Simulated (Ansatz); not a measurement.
Property card for Cu$_{3}$S$_{2}$

Method: Ansatz 0.2.0, DFT r2SCAN, scalar-relativistic, plane waves, PAW.

Settings: cutoff 500 eV, Γ-centred mesh 10×10×6 on the computed 5-atom cell, Gaussian smearing of 0.10 eV; no spin polarisation.

The structure is relaxed at this level of theory with its symmetry kept. Whether it is the stable form of this composition wasn't checked.

```xyz
5
Lattice="3.4587 0.0000 0.0000 0.0000 3.4587 0.0000 0.0000 0.0000 5.9614" Properties=species:S:1:pos:R:3 pbc="T T T"
Cu    1.7294    1.7294    0.0000
Cu    1.7294    0.0000    1.9406
Cu    0.0000    1.7294    4.0209
S     1.7294    0.0000    4.3647
S     0.0000    1.7294    1.5968
```

| Item | Value |
| --- | --- |
| Space group | P-4m2 (No. 115) |
| Volume per atom | 96.3 bohr³ |
| Formation energy from the elements' standard states (uncorrected) | -0.163 eV/atom |
| Generalised Kohn–Sham band gap | none (metal) |
| Density of states at the Fermi level | 3.50 states/eV per cell |
| Löwdin character within 0.5 eV of the Fermi level | S 3p 48 %, Cu 3d 47 % |
| Bulk modulus | 112 GPa |
| Its pressure derivative | 4.8 |
| Bader charges (e) | Cu (1 in the cell) 0.51, Cu (2 in the cell) 0.59, S (2 in the cell) -0.85 |

Spin polarisation was left out, and a magnetic state may lie lower.

A ferromagnetic start lost its moments in a first run, so spin was left out; other magnetic orders weren't tried.